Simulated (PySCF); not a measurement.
**A diatomic session: MgSi+**

An exercise on one series of results from a longer session: the logs are not shown, and one member is left open.

Program: PySCF 2.14.0. Level of theory: Mg aug-cc-pVDZ, Si aug-cc-pV(D+d)Z, no relativity. These are calculated values, not measurements.

The first run:

A driver script around PySCF takes these settings:

```yaml
atoms: Mg, Si
charge: 1
basis: Mg aug-cc-pVDZ, Si aug-cc-pV(D+d)Z
Hamiltonian: no relativity
basis_functions: 59
electrons_treated: 25
masses_in_u: 23.9850, 27.9769
levels: PBE0, PBE, r²SCAN, MN15, r²SCANh, BHandHLYP, LC-ωPBE, HF, MP2, SCS-MP2, CCSD, CCSD(T)
grid: 80 radial by 434 angular points
occupations: held fixed by the projection of orbital angular momentum
dissociation_limit: Mg+ + Si, each in its ground configuration
starting_distance_in_angstrom: 2.570
values_of_2S_to_try: 1, 3
```

On the command line:

```console
OMP_NUM_THREADS=1 python dia.py task.json out
```

Among the steps run: The job; First curve: PBE0; Higher solutions at PBE0; PBE (GGA); r²SCAN; MN15 (hybrid meta-GGA); r²SCANh (hybrid meta-GGA); BHandHLYP (global hybrid GGA); LC-ωPBE (range-separated hybrid); UHF; Correlated methods on the Hartree–Fock reference.

One table of the session follows, with a row left open; its other results are not shown here.

It belongs to the step «The curves together». Energy (eV) from each level's lowest point:

| R (Å) | UHF | UHF-MP2 | UHF-SCS-MP2 | UHF-CCSD | UHF-CCSD(T) |
| --- | --- | --- | --- | --- | --- |
| 2.337 | 0.497 | 0.447 | 0.466 | n/a | n/a |
| 2.445 | 0.240 | 0.200 | 0.215 | 0.224 | 0.224 |
| 2.554 | 0.090 | 0.064 | 0.073 | 0.079 | 0.079 |
| 2.635 | 0.029 | 0.015 | 0.020 | 0.023 | 0.023 |
| 2.717 | 0.002 | 0.000 | 0.000 | 0.000 | 0.000 |
| 2.799 | ? | ? | ? | ? | ? |
| 2.907 | 0.027 | 0.055 | 0.043 | 0.036 | 0.035 |
| 3.043 | 0.093 | 0.142 | 0.121 | 0.110 | 0.108 |
| 3.206 | 0.201 | 0.273 | 0.242 | 0.227 | 0.223 |
| 3.423 | 0.366 | 0.467 | 0.424 | n/a | n/a |

Estimate the missing values for R (Å) = 2.799.

Worked estimate for «UHF». A straight line through the neighbours (2.717, 0.002) and (2.907, 0.027) gives 0.002 + (0.027 − 0.002) × (2.799 − 2.717) / (2.907 − 2.717) = 0.013; a parabola fitted to 4 rows on both sides gives 0.002.

The run gave: UHF: 0.000; UHF-MP2: 0.011; UHF-SCS-MP2: 0.006; UHF-CCSD: 0.003; UHF-CCSD(T): 0.003. In «UHF» the line misses by +0.013 and the parabola by +0.002.
